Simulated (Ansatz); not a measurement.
Process, species as SMILES: C(=O)=C + H+ → C=C=[OH+]
B3LYP-D3(BJ)/def2-TZVP geometries, fixed; electronic energies without zero-point terms; positive where energy is released.

Basis-set convergence of the proton affinity at PBE with Ansatz (a program for electronic structure). Cartesian d functions, on some or all atoms, in 6-31G**, 6-31+G*; all else is spherical. The program fits the integrals of some runs and decomposes those of others, by size. The proton sits at the site shown, which need not be the one that binds it best. No added dispersion term, no relativity. Functions are those of the species that has most. Reference: the value in aug-pcseg-3, 160.93 kcal/mol. Deviations are taken from unrounded values.

```
basis        functions  proton affinity (kcal/mol)  minus reference (kcal/mol)
-----------  ---------  --------------------------  --------------------------
STO-3G              18                      196.06                       35.14
3-21G               33                      160.11                       -0.82
def2-SV(P)          48                      154.51                       -6.42
6-31G**             60                      164.69                        3.76
6-31+G*             63                      157.06                       -3.87
aug-pcseg-1         96                      158.93                       -1.99
def2-TZVPD         141                      160.25                       -0.68
def2-QZVPP         261                      160.94                        0.01
pcseg-3            279                      160.93                        0.00
```
